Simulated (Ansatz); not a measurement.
# Structure relaxation of Mg

Theory: Ansatz, DFT PBEsol, scalar-relativistic, plane waves, PAW.

The start is a database structure of Mg, space group I4/mmm (No. 139).

Input of the last, converged step (default PAW datasets):

```yaml
crystal:
  lattice:
    - [-1.83599163, 1.83599163, 1.67940402]
    - [1.83599163, -1.83599163, 1.67940402]
    - [1.83599163, 1.83599163, -1.67940402]
  atoms:
    - { symbol: Mg, position: [0.0, 0.0, 0.0] }
basis:
  ecutwfc: 420
kpoints:
  mp_grid: { grid: [22, 22, 22] }
hamiltonian:
  xc: pbesol
scf:
  occupations: { method: gaussian, width: 0.1 }
output:
  forces: true
  stress: true
  eigenvalues: true
relax:
  adjacent_minimum: "off"
  f_tol: 0.01
  max_steps: 80
  cell: { stress_tol: 0.05 }
```

It can be run as:

```bash
ansatz run input.yaml --threads 1 --pin off --backend cpu --events-out ev --progress --plain --runs-dir out  # memory cap (--max-ram) not shown
```

The program printed at the end:

```
SCF converged after 3 iterations
Free energy (F): -1912.023436 eV
Harris-Foulkes:  -1912.023436 eV  (|F-HF|=8.05e-11)
Internal energy: -1912.021010 eV  (E = F + TS)
E sigma→0 (E₀):  -1912.022223 eV
Entropy (-TS):   -0.002426 eV (-2.426 meV/atom)
Fermi energy:    5.808166 eV
--- Per-component energies (eV) ---
  E_band       = -354.674444
  E_kinetic    = 74.962171
  E_local      = -1612.492720  (includes V_loc(G=0)·N_el)
  E_nonlocal   = 96.393215
  E_hartree    = 574.955572
  E_xc         = -28.172823
  E_vxc        = -36.526331  (∫ρ·V_xc dr)
  E_paw        = -281.292062  (= ΣΔE_a)
  E_vpaw       = -26.921877  (= ΣTr[D̂ρ^β])
  E_aug_tail   = -0.000002  (compensation charges beyond the density's cutoff)
  E_ewald      = -736.433222
  E_core_change = 0.058862  (= ΣΔE_core)
  E_smearing   = -0.002426  (= −TS)
  E_closure    = 0.000000  (closes the sum)
  Σ components = -1912.023436   (vs F -1912.023436, Δ=0.00e0)
--- Forces (eV/Å), atoms counted from 1 ---
  atom   1  Mg     0.00000000     0.00000000     0.00000000
  max |Σ_I F_I| component: 7.40e-31 eV/Å
--- Stress (GPa, compression-positive) ---
       -0.008584       0.000000       0.000000
        0.000000      -0.008584       0.000000
        0.000000       0.000000      -0.002508
  P = ⅓ Tr σ = -0.0066 GPa (-0.066 kbar)
--- Relaxed structure (5 steps of the walk, 5 accepted, 1 SCFs on fresh bases) ---
  F+E_penalty+E_count = -1912.02343575 eV   max|allowed force component| = 0.000e0 eV/Å   (the final SCF, on the basis selected at the relaxed cell)
  cell:  # Å, volume = 22.5132 Å³
    - [-1.816451, 1.816451, 1.705810]
    - [1.816451, -1.816451, 1.705810]
    - [1.816451, 1.816451, -1.705810]
  atoms:
    - { symbol: Mg, position: [0.0, 0.0, 0.0] }
```

Absolute energies hang on the potentials; compare differences alone.

The result has space group I4/mmm (No. 139). Mg has 8 Mg at 3.08 Å, 2 Mg at 3.41 Å and 4 Mg at 3.63 Å.

It lies 0.03 eV/atom above the element's standard state at the same level.

For metals, differences of a few meV/atom aren't resolved.

A structure relaxed within its symmetry needn't be a true minimum.